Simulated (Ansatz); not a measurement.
Molecular dynamics, step by step

SiH3O (SMILES [O-][SiH3]) (charge -1), singlet, PBE0-D4/def2-SVP (Ansatz 0.2.0). Settings (timestep in fs, temperature in K, friction in 1/fs; T counts 15 degrees of freedom, while the starting velocities carry no drift of the centre of mass, so T starts below the set value):

```yaml
hamiltonian: {xc: pbe0, dispersion: d4}
md: {n_steps: 80, timestep: 0.75, temperature: 700, ensemble: nvt_langevin, seed: 237, friction: 0.002, initial_velocities: maxwell_boltzmann}
```

Start (the SMILES describes the start alone):

```
5
angstrom
O -1.4442 0.2714 0.7001
Si -0.0827 0.0156 0.0398
H -0.1044 -0.2474 -1.4526
H 0.6978 -1.1746 0.5614
H 0.9335 1.1350 0.1513
```

```csv
step,time (fs),potential energy less the start (meV),kinetic energy (meV),T (K)
0,0.00,0.0,361.9,560
5,3.75,62.7,285.9,442
10,7.50,159.9,181.5,281
15,11.25,110.1,242.3,375
20,15.00,42.1,310.5,480
25,18.75,34.7,287.7,445
30,22.50,88.5,257.2,398
35,26.25,150.7,203.7,315
40,30.00,152.3,226.7,351
45,33.75,104.1,289.7,448
50,37.50,4.3,369.7,572
55,41.25,121.1,287.5,445
60,45.00,202.4,178.1,275
65,48.75,152.4,249.8,387
70,52.50,42.4,368.9,571
75,56.25,32.8,375.2,581
80,60.00,237.4,225.9,350
```

Step 50, positions (Å) and forces (eV/Å):

| atom | x | y | z | Fx | Fy | Fz |
| --- | --- | --- | --- | --- | --- | --- |
| O1 | -1.525 | 0.346 | 0.468 | -0.859 | 0.303 | -0.098 |
| Si2 | -0.055 | -0.007 | 0.106 | 1.063 | -0.539 | 1.441 |
| H3 | 0.426 | -0.042 | -1.300 | 0.159 | 0.246 | -0.877 |
| H4 | 0.474 | -1.411 | 0.527 | -0.129 | -0.038 | -0.067 |
| H5 | 1.076 | 0.796 | 0.860 | -0.235 | 0.027 | -0.400 |

Step 55, positions (Å) and forces (eV/Å):

```json
{"atom": "O1", "x": "-1.570", "y": "0.360", "z": "0.448", "Fx": "1.442", "Fy": "-0.217", "Fz": "-0.453"}
{"atom": "Si2", "x": "-0.043", "y": "-0.004", "z": "0.115", "Fx": "-0.114", "Fy": "-0.588", "Fz": "1.581"}
{"atom": "H3", "x": "0.427", "y": "-0.012", "z": "-1.349", "Fx": "0.021", "Fy": "0.263", "Fz": "0.062"}
{"atom": "H4", "x": "0.546", "y": "-1.449", "z": "0.554", "Fx": "-0.575", "Fy": "0.492", "Fz": "-0.377"}
{"atom": "H5", "x": "1.150", "y": "0.707", "z": "0.978", "Fx": "-0.774", "Fy": "0.050", "Fz": "-0.813"}
```

Step 70, positions (Å) and forces (eV/Å):

```csv
atom,x,y,z,Fx,Fy,Fz
O1,-1.595,0.382,0.374,1.704,-0.464,0.143
Si2,-0.035,0.001,0.174,-2.775,0.473,-0.304
H3,0.444,0.231,-1.231,0.436,0.073,-0.572
H4,0.417,-1.424,0.372,0.084,-0.566,0.171
H5,1.020,0.698,0.956,0.551,0.485,0.563
```

Last step (80):

```
5
angstrom
O -1.5376 0.3794 0.3246
Si -0.0755 0.0076 0.2150
H 0.6183 0.3801 -1.1728
H 0.2651 -1.5645 0.2531
H 1.0198 0.8901 1.0501
```

The run took about 29 s on 2 CPU threads of an Arm Neoverse V2 (shared host).
